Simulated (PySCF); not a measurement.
Predicted microwave data (PBE0/def2-SVPD in PySCF (dipole) on a GFN2-xTB geometry, gas phase) for one isomer of C5H9N:

| Quantity | Value |
| --- | --- |
| Rotational constants | A = 7655, B = 2012, C = 1743 MHz |
| Dipole components | \|μa\| = 0.07 D, \|μb\| = 0.32 D, \|μc\| = 1.19 D |
| Inertial defect | -27.15 u·Å² |
| κ | -0.91 |

Problem. Which candidate fits, each taken in the one conformer that was computed?
A. `[CH3:1][CH:2]([CH3:3])[CH2:4][C:5]#[N:6]` with C1–C2–C4–C5 -62° (isovaleronitrile)
B. `[CH3:1][CH:2]=[C:3]=[CH:4][CH2:5][NH2:6]` with C3–C4–C5–N6 -111°, C4–C5–N6–H -58° and 61°
C. `[CH3:1][CH2:2][CH2:3][CH2:4][C:5]#[N:6]` with C1–C2–C3–C4 -178°, C2–C3–C4–C5 65°
D. `[CH2:1]=[CH:2][CH2:3][CH2:4][N:5]=[CH2:6]` with C1–C2–C3–C4 -122°, C2–C3–C4–N5 -69°, C3–C4–N5–C6 123°
E. `[CH2:1]=[CH:2][CH2:3][N:4]1[CH2:5][CH2:6]1` with C1–C2–C3–N4 130°, C2–C3–N4–C5 -155°

Solution. D. It is C=CCCN=C, a near-prolate asymmetric top, point group C1. The candidates at the same level (rigid rotor, commonest isotopes):

```json
{"SMILES": "C=CCCN=C", "A (MHz)": "7655", "B (MHz)": "2012", "C (MHz)": "1743", "μa (D)": "0.07", "μb (D)": "0.32", "μc (D)": "1.19", "Δ (u·Å²)": "-27.15", "point group": "C1", "rotor": "near-prolate asymmetric top"}
{"SMILES": "CC=C=CCN", "A (MHz)": "12908", "B (MHz)": "1368", "C (MHz)": "1354", "μa (D)": "0.99", "μb (D)": "0.42", "μc (D)": "0.63", "Δ (u·Å²)": "-35.26", "point group": "C1", "rotor": "near-prolate asymmetric top"}
{"SMILES": "CCCCC#N", "A (MHz)": "7680", "B (MHz)": "1828", "C (MHz)": "1592", "μa (D)": "2.72", "μb (D)": "2.95", "μc (D)": "0.44", "Δ (u·Å²)": "-24.85", "point group": "C1", "rotor": "near-prolate asymmetric top"}
{"SMILES": "C=CCN1CC1", "A (MHz)": "10138", "B (MHz)": "2052", "C (MHz)": "1915", "μa (D)": "0.19", "μb (D)": "0.17", "μc (D)": "1.03", "Δ (u·Å²)": "-32.29", "point group": "C1", "rotor": "near-prolate asymmetric top"}
{"SMILES": "CC(C)CC#N", "A (MHz)": "7451", "B (MHz)": "2148", "C (MHz)": "1800", "μa (D)": "3.92", "μb (D)": "1.15", "μc (D)": "0.60", "Δ (u·Å²)": "-22.26", "point group": "C1", "rotor": "asymmetric top"}
```

`CCCCC#N` has B 9 % too low; `C=CCN1CC1` has A 32 % too high; `CC=C=CCN` has A 69 % too high; `CC(C)CC#N` has B 7 % too high. No structure here is proved a minimum.
